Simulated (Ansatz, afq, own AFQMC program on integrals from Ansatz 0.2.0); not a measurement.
# Nb⁺, quintet in def2-TZVP, levels against full CI

A free Nb cation.

Basis def2-TZVP with its core potentials. Noble-gas cores (and the filled d shells of Ga–Kr and In–Xe) are frozen. Ansatz 0.2.0 and our own AFQMC program on the same integrals; the CISD trial comes from CCSD amplitudes, and released means the phaseless constraint is let go. Error bars are statistical, one sigma. No spin–orbit coupling. The metal's outer-core s and p shells are frozen, which shifts wave-function levels against functionals.

Determinant: UHF, the one that the program's search chose, which needn't be the lowest solution.

Full CI on the same integrals is exact in this basis and with this determinant's frozen core.

Cautions: no spin-orbit coupling; outer-core shells of the metal frozen.

* T1 diagnostic: 0.0045
* weight of the determinant in the CISD state: 0.984
* ⟨S²⟩ of the determinant: 6.003
* size of the correlated space: 4 electrons in 36 orbitals

Reference: full CI, correlation energy -0.884 eV. The released energy is read at 4.20 1/Eh (meV from the phaseless value at times in 1/Eh: 0.7 ± 0.4 at 0.60, 0.6 ± 0.5 at 1.20, -0.9 ± 0.4 at 2.00, -0.6 ± 0.5 at 3.00, -0.8 ± 0.8 at 4.20).

```tsv
level	E − E(reference) (meV)	share of correlation (%)
HF	883.6	0.00
MP2	162.8	81.58
CCSD	6.7	99.24
CCSD(T)	1.9	99.78
CCSDT	0.1	99.98
CCSDT(Q)	0.0	100.00
ph-AFQMC/CISD	1.3 ± 1.1	99.85
released AFQMC	0.5 ± 0.8	99.94
```

CCSDT and higher add their correlation energy to the determinant of the CCSD(T) run, since their own runs factorise the integrals more tightly (a shift of under 2 meV). Released energies are given only where the last usable release times agree within the noise; a slower fall can still hide under it.
